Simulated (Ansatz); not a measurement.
## Ansatz (development build ahead of 0.2.0) run

```yaml
crystal:
  periodic: [false, false, false]
  atoms:
    - { symbol: P, position_ang: [0.00076, 0.00049, -0.94507] }
    - { symbol: P, position_ang: [0.00059, 6.0e-05, 0.9447] }
basis:
  gaussian: { orbitals: cc-pVTZ }
hamiltonian:
  xc: hf
correlation:
  method: mp2
  frozen_orbitals: { P: 5 }
```

The input is written out in the form of the current development build from the run's settings.

Results

```
Converged                       : yes
Reference energy                : -681.48989 hartree
Correlation energy              : -0.27888 hartree
Total energy                    : -681.76878 hartree
Spin squared of the determinant : 0.000
```
